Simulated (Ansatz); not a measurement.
# A barrier at the coupled-cluster level

Start structure (CH$_{5}$FN (charge -1), singlet), relaxed at PBE0-D4/def2-TZVPD:

```
atom    x (Å)    y (Å)    z (Å)
  F1  -1.4942  -1.4570   1.5142
  C2  -0.6677  -0.6479   0.6787
  N3   0.8710   0.8542  -1.1674
  H4   0.0065  -0.0684   1.3030
  H5  -1.2956   0.0152   0.0906
  H6  -0.1005  -1.2878   0.0090
  H7   1.8859   0.7147  -1.2282
  H8   0.7947   1.8771  -1.2000
```

The step: [CH₃F ([CH3][F]) + NH₂]⁻ → [CH₅N ([CH3][NH2]) + F]⁻; bonds formed: C2–N3; bonds broken: F1–C2. Computed with Ansatz 0.2.0 (basis: def2-TZVPPD and def2-QZVPPD); correlated methods freeze the cores. Extrapolation: Hartree–Fock as exp(−7.88 √X), correlation as X^−2.97. Energies below are by CCSD(T) at an estimated basis limit (MP2 extrapolated from triple and quadruple zeta, plus CCSD(T) − MP2 in triple zeta).

Problem. What are the electronic barrier and the energy of the step, from the start structure to the end structure? (To be estimated.)

Solution. Computed: Barrier 0.373 eV; step energy -1.934 eV (downhill); reverse barrier, their difference, 2.307 eV. Barrier and step energy count from the start structure, the reverse barrier from the end structure.

The saddle point: One imaginary mode of 511i cm⁻¹.
| pair | start (Å) | saddle (Å) | end (Å) |
| --- | --- | --- | --- |
| C2–N3 | 2.83 | 2.21 | 1.44 |
| F1–C2 | 1.43 | 1.69 | 3.31 |

Zero-point energy (harmonic, PBE0-D4): ZPE is 1.611 eV at the start and 1.632 eV at the saddle, so the barrier goes from 0.373 to 0.394 eV.

T1 diagnostic: at most 0.019. The start structure is not quite a true minimum (one mode of 54i cm⁻¹).

Labels in which every atom is bracketed show which atoms are joined, not bond orders.

For scale, one of the runs: CCSD(T)/def2-TZVPPD, 199 basis functions, launched by `ansatz run in.yaml --threads 2 --pin off --events-out ev --progress --plain --max-ram 4352MiB`. Time: 65 s of wall clock on 2 CPU threads of an Arm Neoverse V1; the host was shared. Peak host memory: 2.6 GiB.
